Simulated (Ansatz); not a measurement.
`[SiH2]1[SiH2]S1`. The species carries charge 0 and has multiplicity 1. All single points use the PBE0-D4/def2-TZVP geometry.

```xyz
7

Si    0.626    0.860    0.375
Si   -0.756   -0.691   -0.472
S     0.956   -1.239    0.710
H     1.656    1.536   -0.447
H     0.287    1.645    1.586
H    -0.700   -1.110   -1.892
H    -2.069   -1.001    0.141
```

Problem. What is the dipole moment at PBE/def2-TZVPP? (Best estimate.)

Solution. The calculation gave: 1.29 D, with components (-0.72, 0.93, -0.53) D in this frame, pointing from negative to positive charge.

Problem. And with r2SCAN, B3LYP, ωB97M-V? (Estimate.)

Solution. The calculation gave: r2SCAN 1.38 D, B3LYP 1.48 D, ωB97M-V 1.52 D.

Problem. Give the Mulliken charges with PBE, B3LYP, ωB97M-V in def2-TZVPP. (An estimate is asked.)

Solution. Computed: 
```tsv
atom	PBE	B3LYP	ωB97M-V
Si1	0.20	0.24	0.15
Si2	0.20	0.24	0.15
S3	-0.26	-0.31	-0.27
H4	-0.03	-0.04	-0.01
H5	-0.03	-0.04	-0.01
H6	-0.03	-0.04	-0.01
H7	-0.03	-0.04	-0.01
```

B3LYP here is the variant with VWN-RPA as its local correlation; programs differ in this.
